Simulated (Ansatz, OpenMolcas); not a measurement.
**CS2 (carbon disulfide): the vertical energy of the triplet above the singlet from total energies**

The species is CS2 (3 atoms), meant as a singlet with charge 0. SMILES: `S=C=S`. The coordinates come from a PBE0-D4/def2-TZVP relaxation.

```tsv
atom	x (Å)	y (Å)	z (Å)
S	1.3570	-0.1560	0.7291
C	0.0000	0.0000	0.0000
S	-1.3570	0.1560	-0.7291
```

Both states at this one shape; open shells run unrestricted unless said. 1 Eh = 27.2114 eV.

```
                                    level     program  singlet CS2 (Eh)  triplet CS2 (Eh)
        HF/STO-3G, open shells restricted  OpenMolcas       -823.723308       -823.614239
                                 HF/3-21G      Ansatz       -828.755087       -828.649462
                            SVWN5/cc-pVTZ      Ansatz       -831.475247       -831.340186
RPA@PBE0/cc-pVTZ, 11 core orbitals frozen      Ansatz       -833.656135       -833.525935
```

Q: Work out the vertical gap, second state less first, at each level.

A: 
1. HF/STO-3G, open shells restricted: -823.614239 − (-823.723308) = 0.109069 Eh = 2.97 eV.
2. HF/3-21G: -828.649462 − (-828.755087) = 0.105625 Eh = 2.87 eV.
3. SVWN5/cc-pVTZ: -831.340186 − (-831.475247) = 0.135061 Eh = 3.68 eV.
4. RPA@PBE0/cc-pVTZ: -833.525935 − (-833.656135) = 0.130200 Eh = 3.54 eV.

No measured value is set beside it here; the levels span 2.87 to 3.68 eV. Hartree–Fock favours the state with fewer electron pairs, since it lacks pair correlation. Minimal sets are far from the basis-set limit.
